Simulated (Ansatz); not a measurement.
# How far each method lies from UCCSDT(Q) for B–NH2⁺, doublet

Geometry: that of the B–NH2, singlet, kept fixed.

```yaml
atoms:
  - { symbol: B, position_ang: [0.0000, 0.0000, 0.8600] }
  - { symbol: N, position_ang: [0.0000, 0.0000, -0.5115] }
  - { symbol: H, position_ang: [0.0000, 0.8509, -1.0580] }
  - { symbol: H, position_ang: [0.0000, -0.8509, -1.0580] }
```

Basis cc-pVTZ; Ansatz 0.2.0. Only valence electrons are correlated (noble-gas cores frozen), which leaves 9 electrons in 86 orbitals. R marks a restricted (for open shells ROHF) determinant, U an unrestricted one. Active spaces: valence = (9e, 10o) chosen from the atoms' valence shells.

Full CI isn't at hand for all of this; UCCSDT(Q) serves as the reference, and is uncertain by about the last step of the cluster series. The frozen core follows each run's orbitals, which can shift R against U totals by a few meV.

The UHF ⟨S²⟩ is 0.774, the T1 diagnostic (RCCSD) is 0.0222 and the largest doubles amplitude (RCCSD) is 0.073. The T1 diagnostic (UCCSD) is 0.0191.

```json
{"level": "RHF", "E − E(UCCSDT(Q)) (kJ/mol)": "735.5", "share of correlation (%)": "0.00", "wall time": "–"}
{"level": "UHF", "E − E(UCCSDT(Q)) (kJ/mol)": "730.9", "share of correlation (%)": "0.63", "wall time": "–"}
{"level": "RMP2", "E − E(UCCSDT(Q)) (kJ/mol)": "68.6", "share of correlation (%)": "90.67", "wall time": "–"}
{"level": "UMP2", "E − E(UCCSDT(Q)) (kJ/mol)": "68.2", "share of correlation (%)": "90.72", "wall time": "–"}
{"level": "RCCSD", "E − E(UCCSDT(Q)) (kJ/mol)": "31.9", "share of correlation (%)": "95.67", "wall time": "–"}
{"level": "UCCSD", "E − E(UCCSDT(Q)) (kJ/mol)": "31.7", "share of correlation (%)": "95.69", "wall time": "–"}
{"level": "RCCSD(T)", "E − E(UCCSDT(Q)) (kJ/mol)": "2.9", "share of correlation (%)": "99.60", "wall time": "15 s (H100)"}
{"level": "UCCSD(T)", "E − E(UCCSDT(Q)) (kJ/mol)": "3.0", "share of correlation (%)": "99.59", "wall time": "11 s (H100)"}
{"level": "BCCD(T)", "E − E(UCCSDT(Q)) (kJ/mol)": "3.0", "share of correlation (%)": "99.60", "wall time": "13 s (H100)"}
{"level": "RCCSDT", "E − E(UCCSDT(Q)) (kJ/mol)": "1.6", "share of correlation (%)": "99.79", "wall time": "–"}
{"level": "UCCSDT", "E − E(UCCSDT(Q)) (kJ/mol)": "1.5", "share of correlation (%)": "99.79", "wall time": "–"}
{"level": "RCCSDT(Q)", "E − E(UCCSDT(Q)) (kJ/mol)": "0.2", "share of correlation (%)": "99.97", "wall time": "15 s (H100)"}
{"level": "CASSCF (valence space)", "E − E(UCCSDT(Q)) (kJ/mol)": "402.7", "share of correlation (%)": "45.25", "wall time": "–"}
{"level": "NEVPT2 (valence space)", "E − E(UCCSDT(Q)) (kJ/mol)": "74.1", "share of correlation (%)": "89.93", "wall time": "8.5 s (H100)"}
{"level": "MRCISD (valence space)", "E − E(UCCSDT(Q)) (kJ/mol)": "21.4", "share of correlation (%)": "97.09", "wall time": "–"}
{"level": "MRCISD+Q (valence space)", "E − E(UCCSDT(Q)) (kJ/mol)": "5.8", "share of correlation (%)": "99.21", "wall time": "9.5 s (H100)"}
```

The correlation energy at UCCSDT(Q), counted from RHF, is -7.623 eV. That run took 17 s on 2 threads of AMD EPYC 7R13 with a shared H100 80 GB, shared host.

Times hold each run's SCF and search for its determinant on a shared host, so for small cases they say little of a method's own cost.

Natural occupations of CASSCF (valence space) about the gap: 1.984 1.973 1.973 1.957 1.001 0.043 0.020 0.020 0.019 0.010; effectively unpaired electrons, Σ n²(2−n)², 1.03.
